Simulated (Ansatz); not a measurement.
`OCNCO`, charge 0, multiplicity 1.

Give a relaxed structure at PBE0-D4/def2-TZVP (Ansatz). (Best estimate.)

The calculation gave: 
Z-matrix (Å, degrees):
```
C
N 1 1.412
O 1 1.438 2 111.3
H 1 1.097 2 108.7 3 120.1
H 1 1.095 2 109.1 3 -121.2
C 2 1.436 1 115.9 3 -60.1
H 2 1.012 1 112.3 3 69.6
H 3 0.961 1 109.0 2 171.7
O 6 1.408 2 115.1 1 75.0
H 6 1.099 2 106.9 1 -49.1
H 6 1.092 2 109.3 1 -166.1
H 9 0.965 6 106.3 2 -50.3
```
This is one stationary point; other conformers may exist.
